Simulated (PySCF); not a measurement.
Basis-set dependence of excited states

Compound: silicon difluoride, SiF2 (singlet state).
SMILES: `F[Si]F`

TDDFT with PBE0 (PySCF), vertical singlets, core orbitals frozen in the response, spherical d and f functions. Isolated species at its PBE0-D3(BJ)/def2-SVP geometry, gas phase.

| basis | functions | diffuse | S1 (eV) | S2 (eV) | S3 (eV) | S4 (eV) | S5 (eV) | LUMO (eV) | α (au) |
| --- | --- | --- | --- | --- | --- | --- | --- | --- | --- |
| 6-31G* | 46 | no | 5.46 | 7.58 | 7.99 | 8.80 | 8.90 | -1.98 | 23.6 |
| def2-SVP | 46 | no | 5.48 | 7.68 | 8.20 | 9.02 | 9.06 | -2.10 | 22.8 |
| 6-31+G* | 58 | yes | 5.45 | 7.58 | 7.78 | 7.92 | 8.41 | -2.43 | 26.9 |
| def2-SVPD | 70 | yes | 5.52 | 7.91 | 7.94 | 8.31 | 8.90 | -2.37 | 28.3 |
| aug-cc-pVDZ | 73 | yes | 5.41 | 7.51 | 7.76 | 7.77 | 8.37 | -2.41 | 28.6 |
| def2-TZVP | 99 | no | 5.49 | 7.83 | 7.85 | 8.37 | 8.97 | -2.25 | 26.3 |
| def2-TZVPD | 123 | yes | 5.48 | 7.64 | 7.86 | 7.91 | 8.52 | -2.34 | 29.1 |
| aug-cc-pVTZ | 142 | yes | 5.43 | 7.45 | 7.71 | 7.84 | 8.28 | -2.37 | 29.1 |

Q: How much do these states and the polarisability depend on the basis?

A: States are compared by their number. Against the largest diffuse basis here (aug-cc-pVTZ, itself not a converged limit), sets without diffuse functions differ by up to 0.06 eV in S1 and 0.79 eV in S5; the smaller diffuse sets differ by up to 0.09 and 0.62 eV. State by state, the largest deviation of a set without diffuse functions is S1 0.06, S2 0.38, S3 0.49, S4 1.18, S5 0.79 eV. The same number needn't mean the same state in each row. Against aug-cc-pVTZ the polarisability deviates by -19% in 6-31G*, -22% in def2-SVP, -8% in 6-31+G*, -3% in def2-SVPD, -2% in aug-cc-pVDZ, -10% in def2-TZVP, 0% in def2-TZVPD.
